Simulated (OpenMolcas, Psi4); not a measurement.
CH6BN (SMILES CBN): the HOMO–LUMO gap, rung by rung

CH6BN: 9 atoms, total charge 0, spin state singlet. SMILES: `CBN`. The shape is that of a PBE0-D4/def2-TZVP optimisation.

```xyz
9

C    -0.6653    0.7577   -0.5903
B     0.4594   -0.2829   -0.2562
N     0.5928   -0.8428    1.0107
H    -1.2919    0.3908   -1.4106
H    -0.2246    1.6922   -0.9543
H    -1.3199    0.9989    0.2523
H     1.2488   -0.6328   -1.0928
H     1.3062   -1.5110    1.2449
H    -0.0168   -0.6164    1.7792
```

Each level gives the HOMO–LUMO gap (eV). The values are calculated.

| level | kind | program | value (eV) | CPU time |
| --- | --- | --- | --- | --- |
| revPBE/cc-pVDZ | GGA | OpenMolcas | 6.88 | 30 s |
| TPSS/cc-pVDZ | meta-GGA | OpenMolcas | 7.11 | 44 s |
| r2SCAN/cc-pVDZ | meta-GGA | OpenMolcas | 7.52 | 42 s |
| B3LYP/cc-pVDZ | global hybrid | Psi4 | 8.77 | 45 s |
| M06-2X/cc-pVDZ | hybrid meta-GGA | OpenMolcas | 11.62 | 37 s |
| PBE0/cc-pVDZ | global hybrid | Psi4 | 9.27 | 52 s |
| TPSSh/cc-pVDZ | hybrid meta-GGA | Psi4 | 8.06 | 92 s |
| B2PLYP/cc-pVDZ | double hybrid | OpenMolcas | 11.94 | 20 s |

The values span 6.88 to 11.94 eV. Orbital gaps aren't excitation energies, and those of double hybrids come from the SCF part alone; they tend to grow with the share of exact exchange. Times are those of the runs behind each value, whatever else they computed, on shared processors of several kinds: orders of magnitude only.
